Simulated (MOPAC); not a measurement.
MOPAC input (PM6):

```
PM6 FORCE THERMO(298,298) PRECISE LET CHARGE=-1 GEO-OK AUX(PRECISION=9) THREADS=1
C3H7O

O     0.11701597 1   -0.73995276 1   -0.00057199 1
C     0.04999195 1    0.75858129 1    0.00004609 1
C     1.35755123 1   -1.27201124 1   -0.00444430 1
C    -1.43683388 1    1.09737740 1    0.00465081 1
H     0.56657970 1    1.11688200 1    0.89438820 1
H     0.56114796 1    1.11737132 1   -0.89721728 1
H     1.87561524 1   -1.31336272 1   -0.92006712 1
H     1.88109992 1   -1.31386875 1    0.90803254 1
H    -1.91522665 1    0.64882736 1   -0.87219476 1
H    -1.90990651 1    0.64834394 1    0.88411922 1
H    -1.61922328 1    2.17123208 1    0.00549331 1
```

Task: Which zero-point energy does it print?

Result: 52.97 kcal/mol, from the harmonic wavenumbers of PM6.
